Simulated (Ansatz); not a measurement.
Relaxed structures of C$_{2}$H$_{6}$B (charge +1), closed shell (PBE0-D4/def2-TZVP; forces vanish, vibrations not checked; lower isomers may exist, and structures with a doubtful reference or unclear bonds are left out; Å). Program: Ansatz 0.2.0. Basis: def2-TZVPP. Cores are frozen in the correlated methods.

Q: Rank them by CCSD(T) energy, lowest first, and give each one's height above the lowest. Links in brackets join atoms within 1.22 times the sum of their covalent radii (1.1 for two metals). (An estimate is asked for; the value comes from the calculation.)
A.
C₂H₆B ([BH][CH2][CH3]), total charge +1
```
9
angstrom
B -0.2621 0.8915 -1.0061
C 0.1142 0.6666 0.3785
C 0.4826 -0.7948 0.7728
H 0.9520 1.3634 0.5794
H -0.5680 1.0821 -2.1267
H -0.7301 1.0490 0.9858
H 1.3404 -1.1482 0.2036
H -0.3601 -1.4656 0.6157
H 0.7388 -0.7936 1.8308
```
B.
C₂H₆B ([BH2]1[CH2][CH2]1), total charge +1
```
9
angstrom
B 0.8180 -0.5510 0.1899
C -0.6415 0.3688 0.5776
C -0.3917 0.3079 -0.7720
H -0.8547 -0.4475 -1.4042
H 0.1503 1.0982 -1.2880
H -0.3068 1.2097 1.1821
H 1.4819 -0.9140 -0.7242
H -1.3118 -0.3360 1.0659
H 1.1057 -0.8222 1.3087
```
C.
C₂H₆B ([BH2][CH][CH3]), total charge +1
```
9
angstrom
B -0.4445 0.7777 -1.2007
C -0.2378 0.3485 0.2211
C 0.4815 -0.7943 0.7076
H -1.4070 0.3843 -1.7939
H 0.3429 1.5256 -1.7042
H -0.6922 0.9844 0.9929
H 0.9392 -1.4351 -0.0403
H -0.2029 -1.3592 1.3698
H 1.2208 -0.4319 1.4476
```

A: By the calculation: A (0.00 kcal/mol), B (8.18 kcal/mol), C (17.85 kcal/mol). Heights count from the lowest.

No T1 diagnostic of these runs exceeds 0.019.

For scale, one of the runs: CCSD(T)/def2-TZVPP, 177 basis functions, launched by `ansatz run in.yaml --threads 2 --pin off --events-out ev --progress --plain --max-ram 4352MiB`. Hardware: 2 CPU threads of an Arm Neoverse V2, shared host. Wall time 22 s; peak host memory 1.6 GiB.
